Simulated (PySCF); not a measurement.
# Vibration and rotation of AlCl

PBE0 constants of AlCl, ¹Σ⁺ (singlet), closed shell (PySCF, no relativity, basis sets Al def2-TZVP, Cl def2-TZVP; masses 26.9815 and 34.9689 u):

| Property | Result |
| --- | --- |
| ωe | 474.2 cm⁻¹ |
| ωexe | 1.98 cm⁻¹ |
| Be | 0.24032 cm⁻¹ |
| αe | 0.00155 cm⁻¹ |
| D (centrifugal) | 2.47e-07 cm⁻¹ |
| De to Al + Cl | 5.16 eV |

(1) Give the band origin of the fundamental and the first lines of its P and R branches.

(2) Near which J would the R branch turn back, without centrifugal distortion?

Measured values (Huber and Herzberg, Constants of Diatomic Molecules (1979)): ωe = 481.3 cm⁻¹, ωexe = 1.95 cm⁻¹, Be = 0.24393012 cm⁻¹, αe = 0.00161113 cm⁻¹.

Results:

(1) ν0 = ωe − 2ωexe = 470.2 cm⁻¹, B0 = 0.23955, B1 = 0.23800 cm⁻¹.

| J″ | P(J″) − ν0 | R(J″) − ν0 |
| --- | --- | --- |
| 0 |  | 0.476 |
| 1 | -0.479 | 0.949 |
| 2 | -0.961 | 1.419 |
| 3 | -1.447 | 1.885 |
| 4 | -1.935 | 2.349 |
| 5 | -2.426 | 2.809 |
| 6 | -2.921 | 3.266 |

(2) At J ≈ (B0 + B1)/(2(B0 − B1)) − 1 ≈ 150.
